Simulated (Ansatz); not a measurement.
**Worked example: HSiCl⁺, doublet against HSiCl, singlet**

Geometry (PBE0/def2-TZVP stationary point of a singlet), kept for both states (HSiCl, singlet: A'; HSiCl⁺, doublet: A'):

| atom | x (Å) | y (Å) | z (Å) |
| --- | --- | --- | --- |
| Si | 0.0000 | -0.0890 | 1.1358 |
| Cl | 0.0000 | 0.0300 | -0.9381 |
| H | 0.0000 | 1.4253 | 1.3486 |

Basis cc-pVDZ; Ansatz 0.2.0. Only valence electrons are correlated (noble-gas cores frozen). Prefix R: restricted or restricted open-shell reference; prefix U: unrestricted.

Full CI isn't at hand for all of this; RCCSDTQ serves as the reference, and is uncertain by about the last step of the cluster series. The frozen core follows each run's orbitals, which can shift R against U totals by a few meV.

Unrestricted rows (U, and Kohn–Sham where it breaks symmetry) aren't spin-pure: their determinants' ⟨S²⟩ exceeds S(S+1) by up to 0.23, so they mix in states of higher spin.

| level | E(HSiCl, singlet) (hartree) | E(HSiCl⁺, doublet) (hartree) |
| --- | --- | --- |
| UHF | -749.012122 | -748.692032 |
| RCCSD(T) | -749.263466 | -748.923684 |
| PBE | -749.942148 | -749.604602 |
| B3LYP | -750.317975 | -749.973391 |
| RCCSDTQ | -749.264763 | -748.925484 |

Question: Give the vertical gap, HSiCl⁺ doublet less HSiCl singlet, at each level in eV (1 hartree = 27.2114 eV), and each error against RCCSDTQ.

Answer: RCCSDTQ: (-748.925484 − (-749.264763)) × 27.2114 = 9.232 eV (the reference)
B3LYP: (-749.973391 − (-750.317975)) × 27.2114 = 9.377 eV, error 0.145 eV
PBE: (-749.604602 − (-749.942148)) × 27.2114 = 9.185 eV, error -0.047 eV
RCCSD(T): (-748.923684 − (-749.263466)) × 27.2114 = 9.246 eV, error 0.014 eV
UHF: (-748.692032 − (-749.012122)) × 27.2114 = 8.710 eV, error -0.522 eV

Total energies of functionals can't be set beside those of wave-function methods, since they hold the core's correlation and their own absolute errors; only the differences compare.

In so small a basis the reference is far from its limit while semilocal and hybrid functionals are nearer theirs, so the functionals' errors here hold much of the reference's basis and frozen-core error, which can add to them or hide them.

Each level lands on the state that its own search finds. T1 diagnostics of restricted CCSD: 0.014 and 0.042.
